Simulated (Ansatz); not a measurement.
Ansatz (a program for electronic structure) input (wB97M-V/def2-TZVPD):

Ansatz 0.2 input:
```yaml
crystal:
  periodic: [false, false, false]
  atoms:
    - {symbol: C, position_ang: [0.00109578, 0.88292603, -0.03266360]}
    - {symbol: C, position_ang: [0.76578700, -0.36066336, 0.05127381]}
    - {symbol: C, position_ang: [-0.76663254, -0.35872664, 0.05221618]}
    - {symbol: H, position_ang: [0.00167460, 1.68930054, -0.74864081]}
    - {symbol: H, position_ang: [1.29435639, -0.71852672, -0.82707129]}
    - {symbol: H, position_ang: [1.25040395, -0.61994978, 0.98734664]}
    - {symbol: H, position_ang: [-1.25075168, -0.61678875, 0.98888473]}
    - {symbol: H, position_ang: [-1.29718468, -0.71525146, -0.82547761]}
basis:
  gaussian:
    orbitals: def2-TZVPD
hamiltonian:
  xc: {name: wB97M-V}
magnetization: {spin_polarized: true, initial_magnetization: 1}
output: {forces: true}
```

End of the output:

```
integrals: 0.06 GiB planned
777 factors; their error is unknown
integrals: 0.10 GiB planned
321 factors; integrals over basis functions are off by at most 3.6e-6 eV
mean field: 1.00 GiB planned
mean field evaluation 1: about -3185.2988 eV, gradient 2.7e1 eV
mean field evaluation 2: about -3186.8470 eV, gradient 2.1e1 eV
mean field evaluation 4: about -3188.8504 eV, gradient 4.0e-1 eV
mean field evaluation 8: about -3188.8289 eV, gradient 4.2e-1 eV
mean field evaluation 16: about -3188.8295 eV, gradient 1.5e-4 eV
mean field -3188.82954165 eV, -117.1873241894 hartree, gradient 2.5e-5 eV, S^2 0.753328; 0 other end points of the search recorded, 0 dependent functions left out
the calculation of the forces begins
reference -3188.82958848 eV, -117.1873259105 hartree; 12, 11 occupied and 144, 145 virtual orbitals, 777 factors
Total energy: -3188.82958848 eV, -117.1873259105 hartree
Atom 0 at     0.001096     0.882926    -0.032664 Å, force    -0.000012     0.005930    -0.032300 eV/Å
Atom 1 at     0.765787    -0.360663     0.051274 Å, force    -0.031922    -0.026840     0.001990 eV/Å
Atom 2 at    -0.766633    -0.358727     0.052216 Å, force     0.031856    -0.026921     0.001951 eV/Å
Atom 3 at     0.001675     1.689301    -0.748641 Å, force    -0.000030    -0.038090     0.029963 eV/Å
Atom 4 at     1.294356    -0.718527    -0.827071 Å, force    -0.033484     0.025091     0.010871 eV/Å
Atom 5 at     1.250404    -0.619950     0.987347 Å, force    -0.036648     0.017957    -0.011630 eV/Å
Atom 6 at    -1.250752    -0.616789     0.988885 Å, force     0.036679     0.017865    -0.011675 eV/Å
Atom 7 at    -1.297185    -0.715251    -0.825478 Å, force     0.033561     0.025007     0.010830 eV/Å
Dipole moment:    -0.000168    -0.085321    -0.097291 e Å
```

It need not be the lowest isomer of its formula.
